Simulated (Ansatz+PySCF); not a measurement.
## singlet N2: levels of theory in one basis

```xyz
2

N     0.0000    0.0000   -0.8233
N     0.0000    0.0000    0.8233
```

Basis set: 6-31G (spherical functions). Left uncorrelated: 2 orbitals. Charge 0, multiplicity 1.

Computed with Ansatz (development build ahead of 0.2.0); each method stands on the lowest determinant of its kind that the runs found. NEVPT2 correlates all electrons. Active spaces start from the frontier orbitals, and the lowest solution found is given.

```json
{"method": "RHF", "E − E(RHF) (eV)": "0.00", "<S²> of the determinant": "0.00"}
{"method": "UHF", "E − E(RHF) (eV)": "-5.33", "<S²> of the determinant": "2.16"}
{"method": "RHF-MP2", "E − E(RHF) (eV)": "-6.27", "<S²> of the determinant": "–"}
{"method": "RHF-CCSD(T)", "E − E(RHF) (eV)": "-11.66", "<S²> of the determinant": "–"}
{"method": "CASSCF(10,8)", "E − E(RHF) (eV)": "-7.98", "<S²> of the determinant": "–"}
{"method": "SC-NEVPT2(10,8)", "E − E(RHF) (eV)": "-9.73", "<S²> of the determinant": "–"}
```

(1) What does full CI (lowest root of this spin) give on the same scale?

(2) Is a single determinant a sound starting point here?

## Answers

(1) -10.23 eV.

At such a shape the full CI root can have another spatial symmetry than the determinants, so the rows needn't describe one state.

(2) It is doubtful. Unrestricted orbitals lower Hartree–Fock by 5.33 eV and <S²> is 2.16 where a pure state has 0.00, a sign of strong static correlation. The CASSCF(10,8) natural occupations are 2.00, 1.99, 1.89, 1.71, 1.71, 0.30, 0.30, 0.12.

Caution for RHF, RHF-MP2, RHF-CCSD(T): an unrestricted determinant lies well below. Caution for RHF, UHF, RHF-MP2, RHF-CCSD(T): the determinant breaks the point group. Caution for UHF: the unrestricted determinant is a mixture of spin states. Caution for RHF-MP2, RHF-CCSD(T): large amplitudes, a single reference is doubtful. Caution for RHF-MP2: another reference gives a lower total.
